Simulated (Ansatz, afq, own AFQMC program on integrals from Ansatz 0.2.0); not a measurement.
Two steps: Ansatz 0.2.0 writes the Fock matrix and Cholesky factors of the valence space, and afq projects on them the lowest state that overlaps trial and start.

```yaml
crystal:
  periodic: [false, false, false]
  atoms:
    - {symbol: Al, position_ang: [0.000000, 0.000000, -0.001365]}
    - {symbol: N, position_ang: [0.000000, 0.000000, -1.577365]}
    - {symbol: H, position_ang: [0.000000, 0.000000, 1.578730]}
basis:
  gaussian: {orbitals: 6-31G}
magnetization: {spin_polarized: true, initial_magnetization: 1}
correlation: {method: ccsd_t, electrons: outside_noble_gas, hamiltonian_folder: ham}
```

```sh
$ ansatz run in.yaml --threads 1 --pin off --events-out ev --progress --plain --max-ram 24576MiB --backend cuda --devices 0, --max-vram 18GiB
```

Options of the walk:

```
--method phaseless --trial hf --walkers 4000 --populations 20 --least-time 40 --time-step 0.005 --steps-per-block 20 --equilibration-blocks 112 --max-blocks 4000 --target-error 0.0009000 --factor-cut 1e-05 --start spin_pure --seed 5494 --taylor-order 6
```

Times are imaginary, in 1/Eh. The walk had a cap of 49 s. With eight or more populations the least sampling time is a fifth of least-time, and the error comes from their spread.

```
orbitals 18  electrons 5 4  factors 107 of 305
reference energy -296.72972834 Eh
CCSD correlation -0.14735960 Eh in 15 cycles, weight of the determinant in the CISD state 0.8318
energy of the start -296.739606 Eh
 block  time / (1/Eh)  mean weight  energy / Eh
     1     0.100  1.0004  -296.765478
     2     0.200  1.0008  -296.787185
     3     0.300  1.0008  -296.802042
     4     0.400  1.0006  -296.813607
     5     0.500  1.0006  -296.822967
    10     1.000  1.0003  -296.856607
    31     3.100  0.9999  -296.876747
    56     5.600  0.9999  -296.883422
    66     6.600  1.0002  -296.892196
    76     7.600  1.0000  -296.874771
    81     8.100  1.0000  -296.881338
   106    10.600  0.9999  -296.881043
   131    13.100  1.0001  -296.879710
   156    15.600  1.0003  -296.885021
   181    18.100  1.0001  -296.878896
   206    20.600  1.0000  -296.875527
   221    22.100  1.0000  -296.879428
error from the spread of 20 populations
energy -296.881825 +/- 0.000877 Eh
(rows thinned)
```

**Question.** Estimate how long the walk took on 1 × NVIDIA H100 80GB HBM3 with 2 threads of AMD EPYC 7R13 Processor (Zen 3), with other jobs on the host (the card was shared).

**Answer.** 21 s of wall time.

The run passed its tests (sampling time, drift between the halves within three errors, error under three times the target), which doesn't prove that it has relaxed.

Against this walk (error 23.9 meV) on the same determinant: CCSD(T) 25.5 meV lower (within the noise), CCSDT(Q) 128.9 meV lower, CCSDTQ 116.3 meV lower, full CI 115.1 meV lower, a separate phaseless walk with a CISD trial and standard settings 65.3 ± 24.2 meV lower. The error is statistical and leaves out the bias of the constraint. The determinant has ⟨S²⟩ = 1.14, so the low cluster orders mix in higher spin, while the walk starts as a pure doublet. Full CI is exact here, so the walk's 115 meV above it is the walk's own error: the bias of the constraint with this trial. The determinant is a poor start (see the cautions), so the low cluster orders aren't to be relied on, and full CI is the sure value.

Cautions: constraint bias not in the error; the search met a lower determinant of the same kind, perhaps of another symmetry (115 meV lower); strong correlation (T1 0.061, weight of the determinant 0.83, largest double 0.09); unrestricted determinant spin contaminated (⟨S²⟩ 1.14 against 0.75).

CCSDT and higher add their correlation energy to the determinant of the CCSD(T) run, since their own runs factorise the integrals more tightly (a shift of under 2 meV). A walk keeps the symmetry of its determinant, which the program's search chose and which needn't be the lowest solution, so a lower state of the same spin and another symmetry isn't excluded.
